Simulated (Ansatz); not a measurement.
Relaxation of FH5Si (7 atoms, charge 0, multiplicity 1), to a largest force component of 0.03 eV/Å in at most 50 steps.

Method: Ansatz 0.2.0, RKS B3LYP-D4/def2-SVP.

```xyz
7
Properties=species:S:1:pos:R:3:forces:R:3
Si -0.455 0.000 -0.404 0.47 0.00 -0.86
H 0.164 0.000 2.201 1.76 0.00 -0.03
H 0.851 0.000 0.300 -0.01 0.00 -0.03
H -0.553 1.228 -1.240 -0.03 -0.03 0.00
H -0.553 -1.228 -1.240 -0.03 0.03 0.00
F -1.696 0.000 0.624 -0.61 0.00 0.20
H -0.524 0.000 2.400 -1.55 0.00 0.72
```

Question: Where does it end, and by what steps?

Answer: The forces met the threshold. The force dipped under the threshold on the way, but the program's further checks kept it going. After 12 steps the energy has fallen by 0.281 eV; H2 moved furthest, 1.24 Å.

```json
{"step": "0", "energy less start (eV)": "0.0000", "largest force component (eV/Å)": "1.760", "accepted": "yes"}
{"step": "1", "energy less start (eV)": "-0.1569", "largest force component (eV/Å)": "0.378", "accepted": "yes"}
{"step": "2", "energy less start (eV)": "-0.2179", "largest force component (eV/Å)": "0.322", "accepted": "yes"}
{"step": "3", "energy less start (eV)": "-0.2505", "largest force component (eV/Å)": "0.149", "accepted": "yes"}
{"step": "4", "energy less start (eV)": "-0.2634", "largest force component (eV/Å)": "0.147", "accepted": "yes"}
{"step": "5", "energy less start (eV)": "-0.2706", "largest force component (eV/Å)": "0.184", "accepted": "yes"}
{"step": "6", "energy less start (eV)": "-0.2780", "largest force component (eV/Å)": "0.043", "accepted": "yes"}
{"step": "7", "energy less start (eV)": "-0.2788", "largest force component (eV/Å)": "0.014", "accepted": "yes"}
{"step": "8", "energy less start (eV)": "-0.2800", "largest force component (eV/Å)": "0.085", "accepted": "yes"}
{"step": "9", "energy less start (eV)": "-0.2804", "largest force component (eV/Å)": "0.054", "accepted": "yes"}
{"step": "10", "energy less start (eV)": "-0.2807", "largest force component (eV/Å)": "0.025", "accepted": "yes"}
{"step": "11", "energy less start (eV)": "-0.2809", "largest force component (eV/Å)": "0.058", "accepted": "yes"}
{"step": "12", "energy less start (eV)": "-0.2810", "largest force component (eV/Å)": "0.024", "accepted": "yes"}
```

```xyz
7
Properties=species:S:1:pos:R:3
Si -0.431 0.000 -0.748
H -0.039 0.000 3.420
H 0.987 0.000 -0.298
H -0.727 1.222 -1.541
H -0.727 -1.222 -1.541
F -1.388 0.000 0.575
H -0.441 0.000 2.773
```

Whether the end is a true minimum wasn't checked by a vibrational analysis.

Time of the run: 16 s on 1 thread of Arm Neoverse V1, on a shared host, peak memory 0.11 GiB.
